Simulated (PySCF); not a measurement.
**How far each method lies from RCCSDT for GaAs⁺, quartet**

Geometry: a PBE0/def2-TZVP stationary point for this spin.

```json
{"atom": "Ga", "x (Å)": "0.0000", "y (Å)": "0.0000", "z (Å)": "0.0000"}
{"atom": "As", "x (Å)": "0.0000", "y (Å)": "0.0000", "z (Å)": "2.7035"}
```

Basis cc-pVDZ; PySCF 2.14.0. Only valence electrons are correlated (noble-gas cores and the filled d shells of p-block atoms frozen), which leaves 7 electrons in 26 orbitals. Prefix R: restricted or restricted open-shell reference; prefix U: unrestricted. No spin–orbit coupling is included, and no scalar relativity.

Full CI isn't at hand for all of this; RCCSDT serves as the reference. It lacks quadruple excitations. The frozen core follows each run's orbitals, which can shift R against U totals by a few meV for light atoms and by up to 0.1 eV past Ca.

- UHF ⟨S²⟩: 3.784
- T1 diagnostic (ROHF- or RHF-based CCSD): 0.0277
- largest doubles amplitude (ROHF- or RHF-based CCSD): 0.085

```
   level  E − E(RCCSDT) (meV)  share of correlation (%)  wall time
     RHF                 3243                      0.00          –
    RMP2                  816                     74.84          –
   RCCSD                   85                     97.39          –
RCCSD(T)                   18                     99.45      1.8 s
```

The correlation energy at RCCSDT, counted from RHF, is -3.243 eV. That run took 16 s on 1 thread of Arm Neoverse V1, shared host.

Run but not shown, since their state, orbitals or frozen core can't be matched to the reference's or they repeat it: UHF, UMP2, UCCSD, UCCSD(T).

Times are those of the correlated step on a shared host, with one SCF added for the restricted CCSD run; they ran on 1 thread of Arm Neoverse V1.
